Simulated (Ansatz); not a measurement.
## Worked example: H2S, triplet against H$_{2}$S, singlet

Geometry (PBE0/def2-TZVP stationary point of a singlet), kept for both states (H2S, singlet: A1; H2S, triplet: A2):

```
atom   x (Å)    y (Å)    z (Å)
   S  0.0000  -0.0550   0.0000
   H  0.0000   0.8742  -0.9672
   H  0.0000   0.8742   0.9672
```

Basis cc-pVTZ; Ansatz 0.2.0. Correlated methods freeze the noble-gas cores. R marks a restricted (for open shells ROHF) determinant, U an unrestricted one.

Full CI isn't at hand for all of this; UCCSDT(Q) serves as the reference, and is uncertain by about the last step of the cluster series.

```
    level  E(H2S, singlet) (hartree)  E(H2S, triplet) (hartree)
      UHF                -398.712882                -398.516932
     UMP2                -398.903611                -398.684938
 UCCSD(T)                -398.935403                -398.719828
      PBE                -399.231602                -399.026073
     PBE0                -399.266971                -399.060026
UCCSDT(Q)                -398.936411                -398.721007
```

Problem. Give the vertical gap, H2S triplet less H2S singlet, at each level in eV (1 hartree = 27.2114 eV), and each error against UCCSDT(Q).

Solution. UCCSDT(Q): (-398.721007 − (-398.936411)) × 27.2114 = 5.861 eV (the reference)
PBE0: (-399.060026 − (-399.266971)) × 27.2114 = 5.631 eV, error -0.230 eV
PBE: (-399.026073 − (-399.231602)) × 27.2114 = 5.593 eV, error -0.268 eV
UCCSD(T): (-398.719828 − (-398.935403)) × 27.2114 = 5.866 eV, error 0.005 eV
UMP2: (-398.684938 − (-398.903611)) × 27.2114 = 5.950 eV, error 0.089 eV
UHF: (-398.516932 − (-398.712882)) × 27.2114 = 5.332 eV, error -0.529 eV

Total energies of functionals can't be set beside those of wave-function methods, since they hold the core's correlation and their own absolute errors; only the differences compare.

Each level lands on the state that its own search finds. T1 diagnostics of restricted CCSD: 0.009 and 0.017.
